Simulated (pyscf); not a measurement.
Homolytic dissociation enthalpies at 298 K of Ge–O, O–Si bonds in 8 gas-phase molecules, in kcal/mol. PySCF, gas phase, ωB97X-D3(BJ)/def2-SVP geometries. Both columns use the same structures and thermal terms. Rows were drawn at random from the closed-shell molecules with such a bond whose radicals are computed, keep their shape and have no isomer in the data more than 5 kcal/mol lower.

```json
[
 {"row": "1", "molecule": "H₂N–Si(NH₂)(OH)–Cl", "radicals": "H₂N–Si•(NH₂)–Cl + OH•", "PBE/def2-TZVP": "127.8", "ωB97M-D3(BJ)/def2-TZVP": "134.5"},
 {"row": "2", "molecule": "HO–Mg–O–Si(Cl)(Cl)–Cl", "radicals": "•O–Mg–OH + Cl–Si•(Cl)–Cl", "PBE/def2-TZVP": "137.8", "ωB97M-D3(BJ)/def2-TZVP": "146.1"},
 {"row": "3", "molecule": "H₃C–Ge(CH₃)(CH₃)–OH", "radicals": "H₃C–Ge•(CH₃)–CH₃ + OH•", "PBE/def2-TZVP": "105.6", "ωB97M-D3(BJ)/def2-TZVP": "106.7"},
 {"row": "4", "molecule": "F–Si(F)(F)–O–GeH₂–SiH₃", "radicals": "F–Si•(F)–F + •O–GeH₂–SiH₃", "PBE/def2-TZVP": "127.1", "ωB97M-D3(BJ)/def2-TZVP": "140.8"},
 {"row": "5", "molecule": "HO–Si(O–SiH₃)(O–SiH₃)–O–SiH₃", "radicals": "OH• + H₃Si–O–Si•(O–SiH₃)–O–SiH₃", "PBE/def2-TZVP": "130.2", "ωB97M-D3(BJ)/def2-TZVP": "138.3"},
 {"row": "6", "molecule": "HO–Ge(GeH₃)(GeH₃)–GeH₃", "radicals": "OH• + H₃Ge–Ge•(GeH₃)–GeH₃", "PBE/def2-TZVP": "92.2", "ωB97M-D3(BJ)/def2-TZVP": "91.4"},
 {"row": "7", "molecule": "F–Si(F)(F)–O–SiH₂–SiH₃", "radicals": "•O–Si(F)(F)–F + •H₂Si–SiH₃", "PBE/def2-TZVP": "122.7", "ωB97M-D3(BJ)/def2-TZVP": "130.2"},
 {"row": "8", "molecule": "H₃Si–Si(SiH₃)(SiH₃)–O–Al(Cl)–Cl", "radicals": "H₃Si–Si•(SiH₃)–SiH₃ + •O–Al(Cl)–Cl", "PBE/def2-TZVP": "112.4", "ωB97M-D3(BJ)/def2-TZVP": "?"}
]
```

Problem. Fit a line that carries the PBE values to the last column and predict row 8.

Solution. In the 7 complete rows the last column lies -0.8 to 13.7 kcal/mol from PBE (mean 6.4, median 7.5). Least squares gives y = -23.8 + 1.25·x with residuals of 2.5 kcal/mol (root mean square). For row 8: -23.8 + 1.25 × 112.4 = 116.7 kcal/mol. The computed value is 119.8 kcal/mol, 3.1 over the line. Left out: the spin-orbit lowering of OH. The term symbol of open-shell •O–Mg–OH was not checked; spin-orbit terms are left out. Elements up to Kr have no core potential and no relativistic terms here.
